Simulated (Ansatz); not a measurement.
Mg3H5⁻. Charge -1, multiplicity 1. Geometry r2SCAN-D4/def2-TZVPD; atoms count from 1.

```xyz
8

Mg   -0.1381   -0.0580    1.3181
Mg   -1.8040   -0.8366   -1.0321
Mg    0.7614    0.3445   -1.4450
H     0.4969    0.2418    2.9347
H     2.0926    0.9538   -2.3965
H    -0.3266    1.2154   -0.1415
H     0.7121   -1.0388   -0.1316
H    -1.7943   -0.8221    0.8939
```

The restricted singlet is unstable towards broken spin symmetry in Hartree–Fock (as tested in another run); at PBE0-D4/def2-TZVPD this wasn't settled. The structure comes from a short search, and lower isomers may exist.

Q: Estimate the Mulliken populations from the PBE0/def2-TZVPD orbitals of Ansatz.

A: 
| atom | charge (e) |
| --- | --- |
| Mg1 | 0.28 |
| Mg2 | 0.11 |
| Mg3 | -0.13 |
| H4 | -0.26 |
| H5 | -0.25 |
| H6 | -0.24 |
| H7 | -0.24 |
| H8 | -0.27 |
Mulliken values and Mayer orders depend strongly on the basis. With diffuse functions, as here, like atoms can get unlike values, and bond orders can come out too low or too high.

Q: And the Mayer bond orders between bonded heavy atoms (over 0.3)?

A: Mg2–Mg3 0.65 (2.85 Å).
